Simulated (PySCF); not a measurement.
Species: C4H4S.
Atom-mapped SMILES: `[CH:1]#[C:2][C@@H:3]1[CH2:4][S:5]1`

Structure used (GFN2-xTB), in Å, numbered top down from 1:
```xyz
9
C4H4S angstrom
C      2.2215    0.2400   -0.1789
C      1.1033    0.0409    0.2045
C     -0.2382   -0.1502    0.6396
C     -1.3430   -0.1813   -0.3558
S     -1.3311    1.3137    0.6451
H      3.2069    0.3908   -0.5045
H     -0.3411   -0.7612    1.5316
H     -1.0900   -0.0354   -1.3981
H     -2.1747   -0.8513   -0.1816
```

NICS is the negative of the GIAO shielding at a point without a nucleus: at the ring centre (0) and 1 Å above and below it (1); zz is the component along the ring normal. Level: GIAO PBE0/pcSseg-1 (PySCF, non-relativistic, gas phase) on the GFN2-xTB geometry, one conformer.

Ring bond lengths (Å), with Mayer bond orders in brackets: C3–C4 1.487 (0.95), C4–S5 1.799 (0.95), S5–C3 1.827 (0.98).

Give the NICS values of each ring in ppm.

```
    ring                                             type  NICS(0)  NICS(1), two faces  NICS(1)zz, two faces  rms pucker (Å)  centre to ring atoms, mean (Å)
C3–C4–S5  3-membered ring with S; formal bonds all single    -48.0         -8.8 / -7.9         -24.8 / -21.8            0.00                            0.98
```

What can be read from them?

- C3–C4–S5: mean NICS(1)zz -23.3 ppm, shielded. C3, C4 have four or more neighbours, so the value isn't read as a sign of a π ring current. NICS(0) lies 40 ppm below the mean NICS(1).

How shielded are the nuclei of the rings and their hydrogens (means over atoms taken as equivalent)?

```json
{"atoms": "C3", "environment": "sp3 carbon bound to sulfur", "σ isotropic (ppm)": "164.8", "principal values of the symmetric part, first atom (ppm)": "132.1, 166.8, 195.6"}
{"atoms": "C4", "environment": "sp3 carbon bound to sulfur", "σ isotropic (ppm)": "155.9", "principal values of the symmetric part, first atom (ppm)": "126.9, 162.9, 177.9"}
{"atoms": "S5", "environment": "sulfide sulfur", "σ isotropic (ppm)": "645.1", "principal values of the symmetric part, first atom (ppm)": "124.4, 722.5, 1088.6"}
{"atoms": "H7", "environment": "methine hydrogen", "σ isotropic (ppm)": "28.54", "principal values of the symmetric part, first atom (ppm)": "20.8, 26.3, 38.5"}
{"atoms": "H8", "environment": "methylene hydrogen", "σ isotropic (ppm)": "29.20", "principal values of the symmetric part, first atom (ppm)": "24.0, 26.0, 37.7"}
{"atoms": "H9", "environment": "methylene hydrogen", "σ isotropic (ppm)": "29.12", "principal values of the symmetric part, first atom (ppm)": "23.2, 25.0, 39.1"}
```
